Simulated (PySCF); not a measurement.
AlSi: a composite coupled-cluster calculation

State: ⁴Σ⁻, quartet, unpaired electrons σ ↑, π ↑↑. De refers to Al + Si. ROHF-based CCSD(T) in PySCF 2.14 with Al cc-pV(T+d)Z, Si cc-pV(T+d)Z and Al cc-pV(Q+d)Z, Si cc-pV(Q+d)Z (frozen core orbitals: 10; no relativity). Correlation energies are extrapolated as n⁻³ (n = 3, 4), Hartree–Fock as (n+1)·exp(−9√n). CV is the change on freezing 2 orbitals instead, in Al cc-pwCVTZ, Si cc-pwCVTZ. SR is the spin-free X2C energy in Al cc-pVTZ-DK, Si cc-pVTZ-DK less the non-relativistic one in Al cc-pVTZ, Si cc-pVTZ.

```
            Level  Re (Å)  ωe (cm⁻¹)  ωexe (cm⁻¹)  αe (cm⁻¹)  De (eV)
       CCSD(T)/TZ  2.4278      382.4         1.79    0.00142    2.439
       CCSD(T)/QZ  2.4179      384.4         1.86    0.00146    2.505
           HF/CBS  2.4778      345.5         1.65    0.00138    1.826
          MP2/CBS  2.4047      379.3          n/a    0.00141    2.558
         CCSD/CBS  2.4166      381.8         1.84    0.00148    2.388
      CCSD(T)/CBS  2.4114      387.1         1.90    0.00148    2.553
   CCSD(T)/CBS+CV  2.4035      387.8         1.92    0.00150    2.559
CCSD(T)/CBS+CV+SR  2.4033      387.0         1.91    0.00150    2.553
```

How much is left between CCSD(T)/QZ and the basis-set limit, and how much do the triples give at the limit?

CCSD(T)/CBS less CCSD(T)/QZ: -6.5 mÅ in Re, +2.7 cm⁻¹ in ωe and +0.048 eV in De. CCSD(T)/CBS less CCSD/CBS: -5.2 mÅ in Re, +5.3 cm⁻¹ in ωe and +0.165 eV in De.

What do the later terms add?

CV: -7.9 mÅ in Re, +0.7 cm⁻¹ in ωe and +0.006 eV in De; SR: -0.2 mÅ in Re, -0.8 cm⁻¹ in ωe and -0.006 eV in De, each against the row above.

The T1 diagnostic is 0.038, large enough to doubt a single reference. The state was picked by a PBE0 search and need not be the measured ground state. Spin–orbit coupling, excitations beyond (T) and corrections to the Born–Oppenheimer picture are left out.

The whole job (state search and all basis sets along the bond) took about 34 min on 4 threads of Arm Neoverse V1 (shared host), peak memory 11 GiB.
